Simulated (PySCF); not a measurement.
Species: PF₃.
Geometry (PBE0-D3(BJ)/def2-TZVP, Å), atoms numbered from 1 in this order:
```
atom  x, y, z in Å
F1    -0.6298   -0.2779    1.1832
P2     0.1782    0.5404    0.1117
F3     1.2573   -0.5546   -0.2137
F4    -0.7680    0.2685   -1.1138
```

All values: wB97X-D/pcSseg-2 (PySCF, non-relativistic), on one gas-phase PBE0-D3(BJ)/def2-TZVP geometry that isn't relaxed in the solvent. The solvent is an IEF-PCM continuum (cavity from Bondi-type radii × 1.2). Only the electrostatic response of the medium enters.

Gas phase at wB97X-D/pcSseg-2: HOMO -11.19 eV, LUMO 1.59 eV, dipole 1.11 D.

Problem. What does the continuum do to the energy, the frontier levels and the dipole at wB97X-D/pcSseg-2 in chloroform?

Solution. 
```tsv
solvent	ε	E(solvent) − E(gas) (kJ/mol)	polarisation term (kJ/mol)	distortion of the solute (kJ/mol)	HOMO (eV)	LUMO (eV)	dipole (D)
chloroform	4.711	-6.21	-6.57	0.36	-10.98	1.85	1.27
```

The polarisation term is half the interaction of the solute with the surface charges that it induces; the rest is the cost of distorting the solute's density. The sum is the electrostatic part of solvation alone.

Problem. Which radius a makes the point-dipole formula ΔE = −[(ε − 1)/(2ε + 1)]·μ²/a³ give the value in chloroform, with the gas-phase dipole?

Solution. μ = 0.436 au and |ΔE| = 0.00236 Eh give a = 1.62 Å; the farthest nucleus lies 1.38 Å from the centroid of the nuclei. The formula assumes a rigid point dipole at the centre of a sphere.

Problem. Give the dipole vector in the frame of the coordinates (D, pointing from negative to positive charge), gas and chloroform.

Solution. Gas (0.32, 1.04, 0.23), solvent (0.37, 1.19, 0.26). Its length changes by +15 % and its direction by less than 1°.

Time: 17 s of wall time; peak memory 0.67 GiB. Hardware: Intel Xeon Platinum 8259CL at 2.50 GHz, one thread, shared host with 96 logical CPUs at a one-minute load of 67. This is the whole shielding run at wB97X-D/pcSseg-2 in chloroform, SCF included.

The pairwise dispersion term of wB97X-D wasn't added to the energies; at a given geometry it leaves orbitals and properties as they are.
